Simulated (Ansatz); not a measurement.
Barrier H + N2 via HN2, on the benchmark's geometries as Psi4's copy gives them; open shells unrestricted, no zero-point energy, no spin–orbit coupling.
Transition structure (charge 0, multiplicity 2):
```xyz
3

N      0.0000     0.0000     0.0000
N      1.1228     0.0000     0.0000
H      1.7843     1.2684     0.0000
```

Cores are frozen in the correlated methods.

Run with Ansatz (a quantum-chemistry and plane-wave program) with Gaussian orbitals. 

The barrier height is − E(H) − E(N2) + E(TS). Total energies (hartree):

```csv
level,H,N2,TS
HF/aug-cc-pVTZ,-0.4998212,-108.9848081,-109.4483315
CCSD(T)/aug-cc-pVTZ,-0.4998212,-109.3807212,-109.8572675
HF/aug-cc-pVQZ,-0.4999483,-108.9916734,-109.4551763
CCSD(T)/aug-cc-pVQZ,-0.4999483,-109.4072129,-109.8839502
```

**Question.** Work out the barrier height at the basis-set limit: extrapolate the CCSD(T) correlation part as X⁻³, take Hartree–Fock from the larger set.

**Answer.** 
1. Differences (1 hartree = 627.509 kcal/mol): HF/aug-cc-pVTZ 22.777; CCSD(T)/aug-cc-pVTZ 14.605; HF/aug-cc-pVQZ 22.870; CCSD(T)/aug-cc-pVQZ 14.565.
2. Correlation parts, CCSD(T) less HF: -8.172 in aug-cc-pVTZ (X = 3), -8.305 in aug-cc-pVQZ (X = 4).
3. Limit (4³·(-8.305) − 3³·(-8.172))/(4³ − 3³) = -8.401; with HF/aug-cc-pVQZ it gives 14.468.
Result: 14.47 kcal/mol, against 14.61 at CCSD(T)/aug-cc-pVTZ. It is an estimate of this method's limit, not of the exact value.

Doubts at one or more of the structures used: a spin-contaminated determinant (HF/aug-cc-pVTZ, CCSD(T)/aug-cc-pVTZ, HF/aug-cc-pVQZ, CCSD(T)/aug-cc-pVQZ).
